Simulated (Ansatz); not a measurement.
# AlH4PSi: the cost of one run

Program: Ansatz 0.2.0, driven from Python. The levels of theory stand in the script. These are calculated values, not measurements.

## Step 1: The system

Bond lengths: Al1–Si2 2.352 Å, Al1–P3 2.269 Å, Si2–P3 2.176 Å, Al1–H4 1.577 Å, Si2–H5 1.483 Å, Si2–H6 1.478 Å, P3–H7 1.473 Å. Angles: Al1–Si2–P3 60.0°, Al1–Si2–H5 115.1°, Al1–Si2–H6 115.2°, P3–Si2–H5 114.2°, P3–Si2–H6 115.3°, H5–Si2–H6 121.7°, Si2–Al1–P3 56.1°, Si2–Al1–H4 148.9°, P3–Al1–H4 154.7°, Al1–P3–Si2 63.9°, Al1–P3–H7 93.4°, Si2–P3–H7 95.0°.

The script reads alh4psi.xyz:

```xyz
7

Al   -1.16520   -0.59990   -0.52140
Si    0.35710    0.89820    0.46400
P     0.60890   -1.24530    0.73800
H    -2.40410   -0.83980   -1.46650
H     1.33130    1.51090   -0.47130
H    -0.15360    1.62890    1.64290
H     1.48690   -1.42090   -0.43140
```

## Step 2: The code

composite_alh4psi.py reads:

```python
# -*- coding: utf-8 -*-
import ansatz as az
import numpy as np

SETTINGS = {
    'basis_set': 'def2-SVP',
    'xc': 'r2scan',
}


def main():
    geometry = az.Crystal.molecule_from_extxyz('alh4psi.xyz')

    calc = geometry.calculation()
    calc = calc.basis(gaussian=SETTINGS['basis_set'])
    calc = calc.functional(SETTINGS['xc'])
    symbols = [site.symbol for site in geometry.cartesian_sites]
    start = np.array([site.position_ang for site in geometry.cartesian_sites], dtype=float)
    summary = calc.relax(force_tolerance=0.01).run(threads=1, pin='off').report
    end = np.array(summary['positions_ang'])
    print('final positions (A) and the move of each atom')
    for symbol, xyz, old in zip(symbols, end, start):
        print(f'{symbol:2s} {xyz[0]:10.5f} {xyz[1]:10.5f} {xyz[2]:10.5f}   {np.linalg.norm(xyz - old):7.4f}')

    minimum = az.Crystal.molecule()
    for symbol, place in zip(symbols, end):
        minimum = minimum.atom(symbol, place.tolist())
    at_minimum = minimum.calculation()
    level = lambda method, basis: at_minimum.basis(gaussian=basis).correlation(method).run(threads=1, pin='off').report
    small, large, cluster = level('mp2', 'cc-pVDZ'), level('mp2', 'cc-pVTZ'), level('ccsd_t', 'cc-pVDZ')
    corr = lambda each: (each['free_energy_ev'] - each['reference_energy_ev']) / 27.211386246
    mp2_limit = (27 * corr(large) - 8 * corr(small)) / 19
    pieces = {'HF / cc-pVTZ': large['reference_energy_ev'] / 27.211386246, 'MP2 correlation, DZ-TZ limit': mp2_limit, 'CCSD(T) - MP2 / cc-pVDZ': corr(cluster) - corr(small)}
    for name, value in pieces.items():
        print(f'{name:32s} {value:14.6f} Ha')
    print(f'{"sum":32s} {sum(pieces.values()):14.6f} Ha')
    print('T1 diagnostic', round(cluster['correlation']['coupled_cluster']['t1_diagnostic'], 4))


if __name__ == '__main__':
    main()
```

## Step 3: What the engine is handed

The package turns the script's settings into the engine's input (first run):

```yaml
crystal:
  periodic: [false, false, false]
  atoms:
    - { symbol: Al, position_ang: [-1.1652, -0.5999, -0.5214] }
    - { symbol: Si, position_ang: [0.3571, 0.8982, 0.464] }
    - { symbol: P, position_ang: [0.6089, -1.2453, 0.738] }
    - { symbol: H, position_ang: [-2.4041, -0.8398, -1.4665] }
    - { symbol: H, position_ang: [1.3313, 1.5109, -0.4713] }
    - { symbol: H, position_ang: [-0.1536, 1.6289, 1.6429] }
    - { symbol: H, position_ang: [1.4869, -1.4209, -0.4314] }
basis:
  gaussian:
    orbitals: def2-SVP
hamiltonian:
  xc: r2scan
relax:
  f_tol: 0.01
```

## Step 4: Launch

Command:

```sh
python composite_alh4psi.py
```

What time and memory should one allow on 1 thread of Arm Neoverse V1, shared host?

About 67 s, with a peak of 0.35 GiB.
